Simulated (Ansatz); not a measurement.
Relaxation of C$_{2}$H$_{3}$O$_{2}$ (7 atoms, charge -1, multiplicity 1), to a largest force component of 0.015 eV/Å in at most 40 steps.

Computed with RKS BLYP/STO-3G in Ansatz.

```xyz
7
Properties=species:S:1:pos:R:3
O -1.150 -0.760 0.954
C -0.059 -0.106 0.829
C 0.477 0.310 -0.336
O -0.213 0.002 -1.549
H 0.525 0.166 1.750
H 1.391 0.864 -0.476
H -0.970 -0.477 -1.172
```

Question: Where does it end, and by what steps?

Answer: The run converged. Limits of this set-up: minimal basis, an anion without diffuse functions, the dipole of an ion depends on the origin. After 7 steps the energy has fallen by 1.096 eV; H7 moved furthest, 0.51 Å. Parted: O4–H7.

```json
{"step": "0", "energy less start (eV)": "0.0000", "largest force component (eV/Å)": "3.775", "accepted": "yes"}
{"step": "1", "energy less start (eV)": "-0.5046", "largest force component (eV/Å)": "1.269", "accepted": "yes"}
{"step": "2", "energy less start (eV)": "-0.7421", "largest force component (eV/Å)": "0.951", "accepted": "yes"}
{"step": "3", "energy less start (eV)": "-0.9533", "largest force component (eV/Å)": "1.701", "accepted": "yes"}
{"step": "4", "energy less start (eV)": "-0.9310", "largest force component (eV/Å)": "1.080", "accepted": "no"}
{"step": "5", "energy less start (eV)": "-1.0872", "largest force component (eV/Å)": "0.278", "accepted": "yes"}
{"step": "6", "energy less start (eV)": "-1.0959", "largest force component (eV/Å)": "0.064", "accepted": "yes"}
{"step": "7", "energy less start (eV)": "-1.0960", "largest force component (eV/Å)": "0.015", "accepted": "yes"}
```

```xyz
7
Properties=species:S:1:pos:R:3
O -1.207 -0.764 0.579
C 0.004 -0.064 0.791
C 0.561 0.368 -0.423
O -0.241 -0.016 -1.522
H 0.407 0.090 1.817
H 1.504 0.940 -0.572
H -1.028 -0.554 -0.670
```

Run time: 24 s on 1 CPU thread of a shared host.
